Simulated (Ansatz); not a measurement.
A calculation with Ansatz (development build ahead of 0.2.0).

```yaml
crystal:
  periodic: [false, false, false]
  atoms:
    - { symbol: C, position_ang: [0.0, -0.00014, -1.51462] }
    - { symbol: C, position_ang: [0.0, -2.0e-05, -0.08938] }
    - { symbol: S, position_ang: [0.0, 0.00016, 1.60399] }
basis:
  gaussian: { orbitals: def2-SVP }
magnetization:
  initial_magnetization: 2
hamiltonian:
  xc: hf
correlation:
  method: mp2
  frozen_orbitals: { C: 1, S: 5 }
```

The input is written out in the form of the current development build from the run's settings. Correlation on restricted open-shell orbitals is semicanonical, with singles.

Results

* Converged: yes
* Reference energy: -472.88442 hartree
* Correlation energy: -0.35192 hartree
* Total energy: -473.23634 hartree
* Spin squared of the determinant: 2.000
* Stability test: minimum among restricted orbitals
* Occupied orbitals by symmetry in an Abelian subgroup (alpha; beta): 12 A' 3 A''; 11 A' 2 A''

Messages of the program:
```
mean field -12867.84070297 eV, -472.8844236985 hartree, gradient 3.0e-6 eV, S^2 2.000000; 10 other ends of a descent, 0 dependent functions left out
```
